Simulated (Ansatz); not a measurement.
Relaxing Li3Ta

Theory: Ansatz 0.2.0, DFT PBE, scalar-relativistic, plane waves, PAW. Cutoff 420 eV, Γ-centred k mesh, Gaussian smearing, no spin polarisation in the final step.

Li3Ta was placed on the Ni3Sn (D0_19) structure type (P6_3/mmc, No. 194), with Ta in place of Sn, Li in place of Ni, at a guessed volume.

```xyz
8
Lattice="5.3691 0.0000 0.0000 -2.6846 4.6498 0.0000 0.0000 0.0000 4.3095" Properties=species:S:1:pos:R:3 pbc="T T T"
Li    2.6846    3.0968    1.0774
Li   -1.3396    3.8733    3.2321
Li    1.3450    0.7765    1.0774
Li    0.0000    1.5530    3.2321
Li    4.0241    0.7765    1.0774
Li    1.3396    3.8733    3.2321
Ta    0.0000    3.0999    1.0774
Ta    2.6846    1.5499    3.2321
```

Cell and atoms relax at zero pressure; the relaxation can't lower the symmetry of the start. After a coarse first stage the cell is made exact in the group found at 0.06 Å.

The zero of energy is the elements' standard structures at the same level; no fitted shifts are applied.

(1) What does it relax into?

(2) What are its volume, energy, density and gap?

## Answers

(1) It keeps P6_3/mmc (No. 194). The result has the Ni3Sn (D0_19) structure. Conventional cell: a = 5.706 Å, c = 4.510 Å. Li has 8 Li at 2.78–2.88 Å and 4 Ta at 2.80–2.85 Å; Ta has 12 Li at 2.80–2.85 Å.

```
Li Ta
1.0
     5.70590    0.00000    0.00000
    -2.85295    4.94145    0.00000
     0.00000    0.00000    4.51001
Li Ta
6 2
Direct
  0.83491 0.66982 0.25000
  0.16509 0.83491 0.75000
  0.33018 0.16509 0.25000
  0.16509 0.33018 0.75000
  0.83491 0.16509 0.25000
  0.66982 0.83491 0.75000
  0.33333 0.66667 0.25000
  0.66667 0.33333 0.75000
```

(2) The volume per atom is 15.90 Å³. The density is 5.27 g/cm³ and the energy over the elements is 0.79 eV/atom. The gap on the 12×12×8 mesh is 0 eV (a metal).

The final run used a 12×12×8 mesh on its 8-atom cell and 0.10 eV smearing. For metals, differences of a few meV/atom aren't resolved. Spin–orbit coupling is left out. Symmetry constrained the relaxation, so the result can be a saddle point.

Cost: 3 runs of about 2.4 core-minutes in all, on Arm Neoverse V1 (shared hosts).